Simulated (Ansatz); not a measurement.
Basis-set extrapolation for B₂H₄S (`BSB`) (PBE0-D4/def2-TZVP geometry, frozen core, Ansatz). Multiplicity 1, RHF reference.

```csv
,def2-TZVPP,def2-QZVPP
HF,-449.274523,-449.288154
MP2 correlation,-0.379702,-0.407971
CCSD(T) correlation,-0.440199,not run
```

Energies in hartree. Use E(X) = E(∞) + A·exp(−7.88·√X) for Hartree–Fock and E(X) = E(∞) + B·X^(−2.97) for correlation, with X = 3 and 4, and add CCSD(T) minus MP2 of the smaller set to the MP2 limit.

What is the CCSD(T) energy at the basis-set limit?

HF limit: -449.288154 + (-0.013631) × 0.13774 = -449.29003. MP2 limit: -0.407971 + (-0.028269) × 0.74074 = -0.42891. Higher-order term: -0.440199 − (-0.379702) = -0.06050. Total: -449.77944 hartree, 169.9 kJ/mol below CCSD(T)/def2-TZVPP.
